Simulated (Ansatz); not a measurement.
The structure comes from a relaxation in the same program, started in the bcc type, and has space group Im-3m. Whether it is a known phase or the ground state wasn't checked.

An input for W: DFT, PBE, all-electron LAPW, scalar-relativistic (Ansatz 0.2.0).

```yaml
crystal:
  lattice:
    - [-1.5922712529, 1.5922712529, 1.5922712529]
    - [1.5922712529, -1.5922712529, 1.5922712529]
    - [1.5922712529, 1.5922712529, -1.5922712529]
  atoms:
    - { symbol: W, position: [0.0, 0.0, 0.0] }
kpoints:
  mp_grid: { grid: [14, 14, 14] }
  band_path:
    path:
      - [0.0, 0.0, 0.0]
      - [0.5, -0.5, 0.5]
      - [0.0, 0.0, 0.5]
      - [0.0, 0.0, 0.0]
      - [0.25, 0.25, 0.25]
      - [0.5, -0.5, 0.5]
      - [0.25, 0.25, 0.25]
      - [0.0, 0.0, 0.5]
    npoints: 8
scf:
  occupations: { method: fermi_dirac, width: 0.08 }
hamiltonian:
  xc: pbe
  pseudopotentials: { kind: all_electron, lapw: { basis_error: 0.00025 } }
output:
  forces: true
  stress: true
  eigenvalues: true
  fatbands: true
  populations: true
  dos: { projected: true, de: 0.2, e_range: [-14, 8] }
```

Set-up and iterations as logged by Ansatz (the results part is left out, to be predicted):

```
W: projections on atomic orbitals take those of the free atom 1s2 2s2 2p6 3s2 3p6 3d10 4s2 4p6 4d10 4f14 5s2 5p6 5d4 6s2, of charge +0.00 (hamiltonian.pseudopotentials.projection_atoms)
LAPW: plane waves up to 9.269 Å⁻¹, error target 2.5e-4 eV per atom; small_component_spin mean_spin; W in spheres of 1.379 Å, 44 of its electrons in bands, Dirac shells []
Engine: ansatz 0.2.0
Pseudopotentials: kind: all_electron
Pseudopotential: W, LAPW, valence charge 44, Koelling and Harmon's equation, gaussian nucleus
Functional definition: PBE
  parameter kappa = 0.804
  parameter beta = 0.06672455060314922
  exchange = pbe_x(kappa = kappa, mu = beta*pi^2/3)
  correlation = pbe_c(beta = beta)
Crystal: 1 atoms, lattice volume = 16.148 Å³
Basis set: ecut = 327.35405024814537 eV, 225 PW (Γ), exchange–correlation at level 2
Bands: 27, of which v1, the nominal top of the filled ones, is band 22 counted from 1 (21 counted from 0)
Symmetry: 48 space group operations
Space group: Im-3m (ITA 229), of the structure as read, at distance tolerance 2.5e-5 Å
k-points: 104 of 2744
Non-local potential: W, projectors of the file, none
Initial density: superposition of atomic densities (chi_scale 0.1, normalization cell)
Initial wavefunctions: plane waves of lowest kinetic energy (no species holds an atomic orbital)
Functional: x = pbe(κ = 0.804, μ = 0.2195149727645171), c = pbe(β = 0.06672455060314922)
iter 1 solved again at ethr=2.44e-4 eV; its pass at ethr=1.00e-1 eV (dr2=1.07e-1 eV) is discarded
SCF iter   1: F=—  HF=-439202.420137 eV  |F-HF|=—  |Δ(HF+E_count)|=         —  Δρ=3.58e-2  dr2=1.08e-1  ethr=2.44e-4  ⟨swp⟩=3.0  Hψ=17305  notcnv=0
SCF iter   2: F=—  HF=-439202.235456 eV  |F-HF|=—  |Δ(HF+E_count)|=   1.85e-1  Δρ=1.83e-2  dr2=3.25e-2  ethr=2.44e-4  ⟨swp⟩=2.0  Hψ=8659  notcnv=0
SCF iter   3: F=—  HF=-439202.223686 eV  |F-HF|=—  |Δ(HF+E_count)|=   1.18e-2  Δρ=1.09e-2  dr2=1.41e-2  ethr=7.38e-5  ⟨swp⟩=2.0  Hψ=8250  notcnv=0
SCF iter   4: F=—  HF=-439202.218764 eV  |F-HF|=—  |Δ(HF+E_count)|=         —  Δρ=6.22e-3  dr2=5.47e-3  ethr=3.21e-5  ⟨swp⟩=2.0  Hψ=8190  notcnv=0
the basis was enlarged: its passes take 1.6 MiB over the memory plan, 1 of 1 planned eigensolver slots
SCF iter   5: F=—  HF=-439202.219694 eV  |F-HF|=—  |Δ(HF+E_count)|=   9.30e-4  Δρ=1.95e-3  dr2=6.82e-4  ethr=1.24e-5  ⟨swp⟩=2.0  Hψ=8133  notcnv=0
iter 6 solved again at ethr=4.89e-8 eV; its pass at ethr=1.55e-6 eV (dr2=2.15e-5 eV) is discarded
SCF iter   6: F=—  HF=-439202.219758 eV  |F-HF|=—  |Δ(HF+E_count)|=   6.39e-5  Δρ=4.63e-4  dr2=2.15e-5  ethr=4.89e-8  ⟨swp⟩=2.0  Hψ=14004  notcnv=0
SCF iter   7: F=—  HF=-439202.219760 eV  |F-HF|=—  |Δ(HF+E_count)|=   1.73e-6  Δρ=9.63e-5  dr2=8.28e-7  ethr=4.88e-8  ⟨swp⟩=2.0  Hψ=8250  notcnv=0
SCF iter   8: F=-439202.219760 eV  HF=-439202.219760 eV  |F-HF|=7.57e-10  |Δ(HF+E_count)|=   2.23e-7  Δρ=1.33e-5  dr2=1.38e-8  ethr=1.88e-9  ⟨swp⟩=2.0  Hψ=8250  notcnv=0
```

(1) What pressure will this run report?

(2) Is there a band gap?

## Answers

(1) 0.09 GPa (positive in compression).

(2) none: bands cross the Fermi level, a metal.
